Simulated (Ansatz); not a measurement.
# AlBH: the cost of one run

Method: def2-QZVPP, core rule «outside noble gas», up to 6 orbitals frozen; program: Ansatz 0.2.0, Gaussian basis.

To be run: UHF; ROHF; CCSD(T) on UHF.

### 1 What is computed

The geometry is a PBE0/def2-TZVP stationary point (not a proven minimum).

3 atoms, charge 0, spin multiplicity 4.

Atoms are counted from 1 here; the program's logs count them from 0.

Bond lengths: B1–Al2 1.941 Å, B1–H3 1.185 Å. Angles: Al2–B1–H3 180.0°.

Coordinates:

```
atom   x (Å)   y (Å)    z (Å)
  B1  0.0000  0.0000   0.2519
 Al2  0.0000  0.0000  -1.6889
  H3  0.0000  0.0000   1.4370
```

### 2 UHF

Input file in.yaml:

```yaml
crystal:
  periodic: [false, false, false]
  atoms:
    - {symbol: B, position_ang: [0.000000, 0.000000, 0.251900]}
    - {symbol: Al, position_ang: [0.000000, 0.000000, -1.688900]}
    - {symbol: H, position_ang: [0.000000, 0.000000, 1.437000]}
basis:
  gaussian: {orbitals: "def2-QZVPP.json"}
magnetization: {spin_polarized: true, initial_magnetization: 3}
hamiltonian: {xc: hf}
output: {orbitals: {seedname: orbitals}}
```

Launch:

```sh
ansatz run in.yaml --threads 1 --pin off --events-out ev --progress --plain --max-ram 2393MiB
```

**Question.** How long does this run take on 1 thread of Arm Neoverse V2, shared host, and how much memory does it need?

About 5 s, with a peak of 0.29 GiB.
